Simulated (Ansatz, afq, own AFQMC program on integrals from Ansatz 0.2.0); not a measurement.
AFQMC on a folder of integrals that Ansatz 0.2.0 wrote.

```yaml
crystal:
  periodic: [false, false, false]
  atoms:
    - {symbol: O, position_ang: [0.561256, -1.319743, 1.472896]}
    - {symbol: Nb, position_ang: [0.177019, 0.230004, 0.380262]}
    - {symbol: F, position_ang: [-1.435293, 1.190879, 0.338370]}
    - {symbol: F, position_ang: [1.349518, 1.049660, -0.835628]}
basis:
  gaussian: {orbitals: def2-TZVP}
magnetization: {spin_polarized: true, initial_magnetization: 3}
correlation: {method: ccsd_t, electrons: outside_noble_gas, hamiltonian_folder: ham}
```

```sh
$ ansatz run in.yaml --threads 1 --pin off --events-out ev --progress --plain --max-ram 24576MiB --backend cuda --devices 0, --max-vram 18GiB
```

afq runs on the folder ham with

```
--method phaseless --trial cisd --walkers 500 --populations 10 --least-time 60 --time-step 0.005 --steps-per-block 50 --equilibration-blocks 40 --max-blocks 4000 --target-error 0.0003 --factor-cut 1e-05 --start spin_pure --seed 4967 --release-times 0.24,0.48,0.8,1.2 --release-step 0.04 --release-every 5 --taylor-order 6
```

Times are imaginary, in 1/Eh. The walk had a cap of 463 s. With eight or more populations the least sampling time is a fifth of least-time, and the error comes from their spread. Core potentials past Kr, no spin–orbit coupling.

Output of the walk:

```
orbitals 126  electrons 14 11  factors 951 of 977
reference energy -330.33922913 Eh
CCSD correlation -0.80699321 Eh in 18 cycles, weight of the determinant in the CISD state 0.8211
energy of the start -331.145821 Eh
 block  time / (1/Eh)  mean weight  energy / Eh
     1     0.250  0.9984  -331.134512
     2     0.500  1.0012  -331.150943
     3     0.750  1.0012  -331.155451
     4     1.000  1.0004  -331.160035
     5     1.250  1.0001  -331.165462
    10     2.500  0.9994  -331.176316
    49    12.250  1.0002  -331.177947
    89    22.250  0.9990  -331.168340
   129    32.250  0.9988  -331.179216
   169    42.250  0.9978  -331.172176
   209    52.250  1.0018  -331.167804
   249    62.250  1.0008  -331.162448
   265    66.250  1.0013  -331.200290
   289    72.250  0.9972  -331.177787
   329    82.250  0.9999  -331.169026
error from the spread of 10 populations
released: time / (1/Eh)  energy / Eh  error  mean overlap
  0.24  -331.176814  0.000688  0.9955
  0.48  -331.177513  0.000720  0.9841
  0.80  -331.178136  0.001715  0.9808
  1.20  -331.186691  0.009845  0.9847
energy -331.176747 +/- 0.000430 Eh
(rows thinned)
```

The run passed its tests (sampling time, drift between the halves within three errors, error under three times the target), which doesn't prove that it has relaxed, ending at its cap on processor time.

Against this walk (error 11.7 meV) on the same determinant: CCSD(T) 41.1 meV higher. The error is statistical and leaves out the bias of the constraint. None of these is a sure reference here. The released energies get too noisy after the second time (errors over twice the walk's own, or jumping) (meV from the phaseless value at times in 1/Eh: -2 ± 19 at 0.24, -21 ± 20 at 0.48, -38 ± 47 at 0.80, -271 ± 268 at 1.20), so they give no level.

Cautions: constraint bias not in the error; error above the target (11.7 against 8.2 meV); no spin-orbit coupling; outer-core shells of the metal frozen; higher spins were not checked.

The walk took 7.7 min on 1 × NVIDIA H100 80GB HBM3 with 2 threads of AMD EPYC 7R13 Processor (Zen 3) (shared host) (the card was shared). The log's last line is the phaseless energy.
